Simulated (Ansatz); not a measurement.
# H₂S (singlet): from Hartree-Fock to the top rungs at angle H2–S1–H3 = 70.7°, cc-pVDZ

An exercise on one series of results from a longer session: the logs are not shown, and one member is left open.

The runs use Ansatz 0.2.0, Gaussian basis; cc-pVDZ, core rule «outside noble gas», up to 5 orbitals frozen.

Plan: UHF; CCSD(T) on RHF; BCCD(T) on RHF; CISD; CCSDT(Q) on RHF; CCSDTQ on RHF; CASSCF and MRCISD+Q, 2 electrons in 2 orbitals; CASSCF and NEVPT2, 2 electrons in 2 orbitals; CASSCF and MRCISD+Q, 8 electrons in 6 orbitals; CASSCF and NEVPT2, 8 electrons in 6 orbitals; Full CI.

14 further runs of the same task are left out: 11 that didn't finish, 3 set aside as unsound or not needed. Runs told in other sessions of the task aren't counted.

## What is computed

The geometry derives from a PBE0/def2-TZVP stationary point (not a proven minimum). One angle is set to the value named; bond lengths are kept.

3 atoms, charge 0, spin multiplicity 1.

Atoms are counted from 1 here; the program's logs count them from 0.

Bond lengths: S1–H2 1.341 Å, S1–H3 1.341 Å. Angles: H2–S1–H3 70.7°.

As a file:

```
S     0.0000   -0.0647    0.0000
H     0.0000    1.0292   -0.7760
H     0.0000    1.0292    0.7760
```

The first run:

in.yaml reads:

```yaml
crystal:
  periodic: [false, false, false]
  atoms:
    - {symbol: S, position_ang: [0.000000, -0.064705, 0.000000]}
    - {symbol: H, position_ang: [0.000000, 1.029218, -0.775972]}
    - {symbol: H, position_ang: [0.000000, 1.029215, 0.775976]}
basis:
  gaussian: {orbitals: cc-pVDZ}
magnetization: {spin_polarized: true, initial_magnetization: 0}
hamiltonian: {xc: hf}
output: {orbitals: {seedname: orbitals}}
```

Command:

```sh
ansatz run in.yaml --threads 1 --pin off --events-out ev --progress --plain --max-ram 2393MiB
```

Steps of the session up to this table: UHF; CCSD(T) on RHF; BCCD(T) on RHF; CISD; CCSDT(Q) on RHF; CCSDTQ on RHF; CASSCF and MRCISD+Q, 2 electrons in 2 orbitals; CASSCF and NEVPT2, 2 electrons in 2 orbitals; CASSCF and MRCISD+Q, 8 electrons in 6 orbitals; CASSCF and NEVPT2, 8 electrons in 6 orbitals; Full CI.

One table of the session follows, with a row left open; its other results are not shown here.

It belongs to the step «Misses and costs». 

| method | from FCI (kcal/mol) |
| --- | --- |
| RHF | +109.92 |
| RMP2 | +16.59 |
| CISD | +7.75 |
| RCCSD | +2.79 |
| RCCSD(T) | +0.45 |
| BCCD(T) | +0.45 |
| RCCSDT | +0.19 |
| RCCSDT(Q) | +0.02 |
| RCCSDTQ | +0.01 |
| CASSCF pair | +99.49 |
| NEVPT2 pair | +16.50 |
| MRCISD pair | ? |
| MRCISD+Q pair | -0.18 |
| CASSCF valence | +85.69 |
| NEVPT2 valence | +18.28 |
| MRCISD valence | +4.37 |
| MRCISD+Q valence | -0.26 |
| FCI | 0 |

Q: Estimate the row for MRCISD pair from the others.

**Answer.** from FCI (kcal/mol): +6.24. In the column «from FCI (kcal/mol)» it lies between MRCISD valence (+4.37) and CISD (+7.75).

Caveats from the session: MRCISD+Q pair, MRCISD+Q valence fall below full CI: the +Q correction isn't variational, and the cores differ from full CI's.
